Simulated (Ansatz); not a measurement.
Ansatz (an electronic-structure program) input:

Ansatz 0.2 input:
```yaml
crystal:
  periodic: [false, false, false]
  atoms:
    - {symbol: C, position_ang: [-0.00000000, -0.00000000, -0.63014053]}
    - {symbol: N, position_ang: [0.00000000, 0.00000000, 0.54012046]}
basis:
  gaussian:
    orbitals: cc-pVQZ
hamiltonian:
  xc: pbe
total_charge: -1
magnetization: {spin_polarized: false}
correlation: {method: rpa, electrons: outside_noble_gas}
```

### Question
What final total energy does it print?

### Answer
-92.89221 Eh (RPA@PBE/cc-pVQZ). The basis has 110 functions.
